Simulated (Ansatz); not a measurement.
System: fcc Ni. Method: PBE-D4 (Ansatz, an electronic-structure program, PAW).

Run with plane-wave cutoff 520 eV, 26×26×26 k mesh, Fermi–Dirac smearing 0.05 eV, spin-polarised with parallel moments, scalar-relativistic PAW data made under PBE.

Response to compression and expansion:

```
V (Å³/atom)  P (GPa)  moment (μB per cell of 1 atoms)
-----------  -------  -------------------------------
9.929          15.62                             0.60
10.140          9.78                             0.61
10.351          4.59                             0.62
10.563         -0.01                             0.63
10.774         -4.10                             0.64
10.985         -7.74                             0.65
11.196        -10.96                             0.65
```
